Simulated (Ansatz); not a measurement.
One starting cell of BAs (a generated cell, BAs built in the zincblende structure type) was relaxed twice with Ansatz (plane waves, PAW, scalar-relativistic): with PBEsol at 420 eV and with PBE at 420 eV. The PBEsol result:

```yaml
crystal:
  lattice:
    - [0.00000, 2.38386, 2.38386]
    - [2.38386, 0.00000, 2.38386]
    - [2.38386, 2.38386, 0.00000]
  atoms:
    - { symbol: As, position: [0.75000, 0.75000, 0.75000] }
    - { symbol: B, position: [0.00000, 0.00000, 0.00000] }
```

```tsv
quantity	PBEsol	PBE
space group	F-43m	F-43m
volume (Å³/atom)	13.55	13.91
a (Å)	4.768	4.809
gap (eV, no spin-orbit coupling)	1.08	1.21
```

Both levels end in the same structure; PBE's volume is 2.6 % larger; its gap is 0.13 eV larger. Neither column is exact.

No spin polarisation in the result.

Measured for BAs: a 4.777 Å (room temperature; as listed in M J Lucero, T M Henderson, G E Scuseria, Journal of Physics Condensed Matter (2012)); gap 1.82 eV (room temperature; as listed in Joon Sang Kang et al., Applied Physics Letters (2019)). Computed minus measured — a: PBEsol -0.2 %, PBE +0.7 %; gap: PBEsol -0.74 eV, PBE -0.61 eV. The computed values are for a static lattice, and a measured gap can be an optical one, lowered by exciton binding.

The run could not lose the symmetry of its start; a randomly shaken copy of 2 atoms returns to this structure.

All atoms sit on sites fixed by symmetry, so only the cell could relax.

Ansatz is a quantum-chemistry and plane-wave program.
